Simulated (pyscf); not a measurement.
Single points on ωB97X-D3(BJ)/def2-SVP structures (PySCF, gas phase).

SMILES: [NH2][Nb]([SH])([Cl])([Cl])[Cl]
```xyz
9

N     -0.2492     1.3793     0.5021
Nb    -1.0955    -0.1483    -0.2491
Cl     0.5293    -1.7543     0.2245
Cl    -2.8751     0.9001    -1.3133
Cl    -2.5167    -1.1305     1.2610
H     -0.3071     1.6138     1.4937
S     -0.4417    -0.4011    -2.5149
H      0.3142     2.0511    -0.0180
H      0.6498    -1.1713    -2.3428
```
Charge 0, spin multiplicity 1.

**Question.** How much does it cost (ΔH, 298 K, ωB97M-D3(BJ)/def2-TZVP) to split H₂N–Nb(SH)(Cl)(Cl)–Cl at its Nb–S bond into [H₂N–Nb(Cl)(Cl)–Cl]• + SH•?

**Answer.** Nb–S to [H₂N–Nb(Cl)(Cl)–Cl]• + SH•: 187.4 kJ/mol. The 7 functionals that were run give +187.4 (ωB97M-D3(BJ)/def2-TZVP) to +231.0 kJ/mol (PBE). The radicals are drawn with the spin at the cut bond; how far it spreads was not checked. Other isomers of [H₂N–Nb(Cl)(Cl)–Cl]• were not searched in full and may lie lower. Left out: the spin-orbit lowering of SH. Open-shell species with a d-block atom are single-reference here; other states, and whether the spin sits on metal or ligand, were not checked. Elements past Kr carry the def2 core potentials, without spin-orbit coupling.
